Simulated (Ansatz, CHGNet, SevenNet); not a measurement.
Rock-salt NbC: properties by level of theory

Reference values: lattice constant a 4.47 Å (measured, temperature not stated, not corrected to a static lattice; as tabulated in Zhang et al. (2018), doi:10.1088/1367-2630/aac7f0); elastic constant C11 620 GPa (measured, temperature not stated, no zero-point or thermal correction; as tabulated in Wu et al. (2005), arXiv:cond-mat/0412374); elastic constant C44 150 GPa (measured, temperature not stated, no zero-point or thermal correction; as tabulated in Wu et al. (2005), arXiv:cond-mat/0412374).

```json
[
 {"level (code)": "CHGNet 0.3.0 (CHGNet)", "lattice parameter a (Å)": "4.506", "elastic constant C11 (GPa)": "446", "elastic constant C44 (GPa)": "72.7", "Voigt–Reuss–Hill shear modulus (GPa)": "85.0"},
 {"level (code)": "SevenNet-0 (SevenNet)", "lattice parameter a (Å)": "4.505", "elastic constant C11 (GPa)": "578", "elastic constant C44 (GPa)": "96.4", "Voigt–Reuss–Hill shear modulus (GPa)": "134"},
 {"level (code)": "SevenNet-l3i5 (SevenNet)", "lattice parameter a (Å)": "4.505", "elastic constant C11 (GPa)": "647", "elastic constant C44 (GPa)": "121", "Voigt–Reuss–Hill shear modulus (GPa)": "166"},
 {"level (code)": "LDA (Ansatz)", "lattice parameter a (Å)": "4.427", "elastic constant C11 (GPa)": "743", "elastic constant C44 (GPa)": "179", "Voigt–Reuss–Hill shear modulus (GPa)": "222"}
]
```

Differences from the reference values (errors of the level alone only where the reference is corrected to a static lattice):

```
level          lattice constant a (%)  elastic constant C11 (%)  elastic constant C44 (%)
-------------  ----------------------  ------------------------  ------------------------
CHGNet 0.3.0                    +0.81                       -28                       -52
SevenNet-0                      +0.78                      -6.8                       -36
SevenNet-l3i5                   +0.78                      +4.4                     -19.3
LDA                             -0.96                     +19.8                     +19.3
```

Nearest: lattice constant a, not ranked (reference at room or unstated temperature); elastic constant C11, not ranked (reference at room or unstated temperature); elastic constant C44, not ranked (reference at room or unstated temperature).

Machine-learned potentials (CHGNet 0.3.0, SevenNet-0, SevenNet-l3i5) are trained on DFT data, which may include these solids.

Ansatz's density-functional and Hartree–Fock values are scalar-relativistic unless marked +SOC, with PAW data made under PBE.

Differences are worked out from the printed values.

Static lattice: no zero-point or thermal effects.

Ansatz is a program for electronic structure.
